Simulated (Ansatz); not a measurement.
# Si2BH7: a ladder of functionals and wavefunction methods

One table from this session's results is given with a row withheld; the runs are named, their logs left out.

Computed with Ansatz 0.2.0, Gaussian basis. Level: functionals in def2-TZVPP, the program's frozen cores in correlated methods.

Levels to be run: LDA (SPW92), PBE-D4, revPBE-D4, BLYP-D4, r2SCAN-D4, B97M-V, PBE0-D4, B3LYP-D4, r2SCANh-D4, r2SCAN0-D4, HSE06-D4, BHLYP-D4, CAM-B3LYP-D4, LC-ωPBE, ωB97X-V, ωB97M-V, B2PLYP, PBE-QIDH; CCSD(T)/def2-SVP; CCSD(T)/def2-TZVPP; MP2/def2-QZVPP; extrapolation to the limit; RPA on PBE.

1 further run of the same task is left out (it didn't finish).

**The relaxed structure**

All runs share one geometry, relaxed beforehand with PBE0-D4 in a triple-zeta def2 set.

SMILES `B[SiH2][SiH3]`, 10 atoms, charge 0, spin multiplicity 1.

Atoms are counted from 1 here; the program's logs count them from 0.

Bond lengths: B1–Si2 1.988 Å, B1–H4 1.195 Å, B1–H5 1.195 Å, Si2–Si3 2.356 Å, Si2–H6 1.490 Å, Si2–H7 1.490 Å, Si3–H8 1.487 Å, Si3–H9 1.487 Å, Si3–H10 1.488 Å. Angles: Si2–B1–H4 120.9°, Si2–B1–H5 120.8°, H4–B1–H5 118.0°, B1–Si2–Si3 102.8°, B1–Si2–H6 114.8°, B1–Si2–H7 114.9°, Si3–Si2–H6 107.3°, Si3–Si2–H7 107.3°, H6–Si2–H7 109.1°, Si2–Si3–H8 110.4°, Si2–Si3–H9 110.5°, Si2–Si3–H10 110.0°, H8–Si3–H9 108.5°, H8–Si3–H10 108.7°, H9–Si3–H10 108.7°.

As a file:

```
B    -1.6256    0.4905   -0.8323
Si    0.3003    0.8449   -0.4869
Si    0.9194   -0.9454    0.9138
H    -1.9684   -0.2203   -1.7302
H    -2.4667    0.8978   -0.0868
H     0.5798    2.1051    0.2564
H     1.1742    0.7858   -1.6917
H     0.7304   -2.2427    0.2112
H     0.0897   -0.9510    2.1483
H     2.3499   -0.8160    1.3013
```

The first run:

File in.yaml:

```yaml
crystal:
  periodic: [false, false, false]
  atoms:
    - {symbol: B, position_ang: [-1.625591, 0.490499, -0.832325]}
    - {symbol: Si, position_ang: [0.300285, 0.844917, -0.486932]}
    - {symbol: Si, position_ang: [0.919375, -0.945447, 0.913828]}
    - {symbol: H, position_ang: [-1.968379, -0.220280, -1.730242]}
    - {symbol: H, position_ang: [-2.466670, 0.897777, -0.086815]}
    - {symbol: H, position_ang: [0.579811, 2.105142, 0.256397]}
    - {symbol: H, position_ang: [1.174161, 0.785802, -1.691732]}
    - {symbol: H, position_ang: [0.730395, -2.242698, 0.211173]}
    - {symbol: H, position_ang: [0.089681, -0.950975, 2.148349]}
    - {symbol: H, position_ang: [2.349933, -0.816036, 1.301300]}
basis:
  gaussian: {orbitals: def2-TZVPP}
hamiltonian: {xc: lda}
output: {orbitals: {seedname: orbitals}}
```

The run is started by

```console
> ansatz run in.yaml --threads 2 --pin off --events-out ev --progress --plain --max-ram 4352MiB
```

Steps of the session up to this table: LDA; PBE-D4 (GGA); revPBE-D4 (GGA); BLYP-D4 (GGA); r2SCAN-D4 (meta-GGA); B97M-V (meta-GGA); PBE0-D4 (hybrid); B3LYP-D4 (hybrid); r2SCANh-D4 (hybrid); r2SCAN0-D4 (hybrid); HSE06-D4 (hybrid); BHLYP-D4 (hybrid); CAM-B3LYP-D4 (range-separated); LC-ωPBE (range-separated); ωB97X-V (range-separated); ωB97M-V (range-separated); B2PLYP (double hybrid); PBE-QIDH (double hybrid).

One table of the session follows, with a row left open; its other results are not shown here.

It belongs to the step «Frontier levels by functional». 

```
  functional  HOMO (eV)  LUMO (eV)  gap (eV)
 LDA (SPW92)      -6.98      -3.69      3.29
      PBE-D4      -6.89      -3.44      3.45
   revPBE-D4      -6.85      -3.33      3.52
     BLYP-D4      -6.74      -3.26      3.49
   r2SCAN-D4      -7.12      -3.13      3.99
      B97M-V      -7.24      -3.30      3.94
     PBE0-D4          ?          ?         ?
    B3LYP-D4      -7.76      -2.68      5.08
  r2SCANh-D4      -7.52      -2.81      4.71
  r2SCAN0-D4      -8.11      -2.32      5.78
    HSE06-D4      -7.57      -2.87      4.69
    BHLYP-D4      -8.91      -1.45      7.46
CAM-B3LYP-D4      -9.21      -1.39      7.82
     LC-ωPBE     -10.51      -0.24     10.27
     ωB97X-V     -10.19      -0.34      9.85
     ωB97M-V      -9.97      -0.59      9.38
```

Estimate the missing values for PBE0-D4.

As computed: HOMO (eV): -7.96; LUMO (eV): -2.49; gap (eV): 5.47. In the column «HOMO (eV)» it lies between r2SCAN0-D4 (-8.11) and B3LYP-D4 (-7.76).
